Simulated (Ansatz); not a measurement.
Relaxation of FH5SSi (8 atoms, charge 0, multiplicity 1), to a largest force component of 0.03 eV/Å in at most 50 steps.

Level of theory: RKS PBE-D4/def2-SVP in Ansatz 0.2.0.

```xyz
8
Properties=species:S:1:pos:R:3:forces:R:3
Si 0.256 0.052 -0.103 0.21 0.09 -1.00
F 0.149 -0.134 1.505 0.00 -0.12 0.95
H 1.724 -0.032 -0.426 0.00 0.00 0.00
H -0.264 1.396 -0.510 0.00 0.00 0.00
H -0.458 -1.070 -0.794 0.01 0.01 0.00
S -2.953 0.158 0.906 0.19 -0.13 0.37
H -3.097 -1.180 0.694 0.00 0.04 0.00
H -1.945 -0.062 1.828 -0.40 0.10 -0.31
```

Task: Where does it end, and by what steps?

Result: The run converged. The force dipped under the threshold on the way, but the program's further checks kept it going. After 6 steps the energy has fallen by 0.042 eV; S6 moved furthest, 0.20 Å.

```
step  energy less start (eV)  largest force component (eV/Å)  accepted
   0                  0.0000                           1.004       yes
   1                 -0.0345                           0.445       yes
   2                 -0.0397                           0.217       yes
   3                 -0.0413                           0.025       yes
   4                 -0.0416                           0.023       yes
   5                 -0.0419                           0.034       yes
   6                 -0.0420                           0.013       yes
```

```xyz
8
Properties=species:S:1:pos:R:3
Si 0.335 0.053 -0.144
F 0.156 -0.178 1.481
H 1.808 -0.026 -0.428
H -0.190 1.406 -0.514
H -0.383 -1.041 -0.876
S -3.126 0.123 0.993
H -3.159 -1.223 0.796
H -2.029 0.013 1.793
```

The run took 17 s on 1 thread of Arm Neoverse V2, with other jobs on the host, peak memory 0.14 GiB.
